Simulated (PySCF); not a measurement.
Curvature of the energy in the electron number along group 14, charge -1

Calculated with PySCF 2.14, in aug-cc-pVTZ-DK, spin-free X2C, aug-cc-pVTZ-PP with ECP10MDF, ECP, aug-cc-pVTZ-PP with ECP28MDF, ECP, aug-cc-pVTZ-PP with ECP60MDF, ECP: one orbital is emptied in steps, and each cell gives the departure of E from the straight line at half an electron, in eV (from a cubic fit). The exact functional gives zero.

```
species   orbital    LDA    PBE  r2SCAN   PBE0  BHandHLYP  LC-wPBE
    Si⁻  3p alpha  -0.72  -0.70   -0.64  -0.48      -0.27     0.08
    Ge⁻  4p alpha  -0.70  -0.68   -0.64  -0.47      -0.27     0.08
    Sn⁻  5p alpha  -0.65  -0.63   -0.59  -0.44      -0.26     0.08
    Pb⁻  6p alpha  -0.64  -0.61   -0.57  -0.43      -0.26     0.08
```

How does the mean departure depend on the functional?

LDA -0.68 eV; PBE -0.65 eV; r2SCAN -0.61 eV; PBE0 -0.45 eV; BHandHLYP -0.27 eV; LC-wPBE 0.08 eV. Semilocal functionals are convex (delocalisation error), and exact exchange removes curvature roughly in proportion to its share, so among the functionals the range-separated hybrids usually come closest to zero.

At the full anion the orbital energy is positive in some cells, where the basis helps to hold the electron.

No spin-orbit coupling is included.
